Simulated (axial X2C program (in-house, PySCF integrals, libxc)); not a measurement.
# SiH⁻ along the bond: PBE0, with spin–orbit coupling

Calculated with an in-house all-electron X2C program for linear molecules (integrals from PySCF). Two-component (2c) means X2C with spin–orbit coupling and atomic mean-field two-electron Coulomb and Gaunt terms. Basis: Si dyall-av3z [9s8p3d2f], H dyall-av3z [7s3p2d] (cores contracted in-house); Gaussian nuclei, density fitting, unrestricted open shells. Masses: Si 27.977 u, H 1.008 u.

State: Ω = 1 (⟨Sz⟩ = 1.00, ⟨Lz⟩ = 0.00 at PBE0). Dipoles are positive if H is the positive end and refer to the centre of mass.

Results along the bond:

```tsv
R (Å)	μ (D)	HOMO (eV)	LUMO (eV)
1.358	0.589	0.54	2.81
1.421	0.402	0.53	2.82
1.467	0.255	0.52	2.83
1.514	0.101	0.51	2.84
1.561	-0.059	0.50	2.84
1.616	-0.254	0.48	2.85
1.670	-0.458	0.46	2.85
1.740	-0.730	0.44	2.86
1.826	-1.081	0.40	2.86
1.951	-1.619	0.33	2.85
```

The state is one determinant whose occupation by symmetry is held fixed; it was picked as the lowest of a PBE0 search that is not exhaustive. Density functionals use the spin component along the axis (collinear). Other states lie close and PBE0, whose exact exchange favours high spin, may order them wrongly; the determinant shown need not be the ground state. The nearest other 2c determinant of the search, Ω = 0, lies 0.71 eV up at the distance of the search. With several unpaired electrons one determinant need not be a pure state. Open-shell Ω = 0 determinants with evenly filled partner blocks cannot be reached by this program, so the Ω shown need not be the lowest component. This is the Ω = 1 component of a π² triplet; the 0⁺ component is not one determinant and can lie lowest. The highest occupied level of some functionals is positive through self-interaction error; at Hartree–Fock it is bound. The LUMO of an anion is an unbound level whose energy the basis sets.
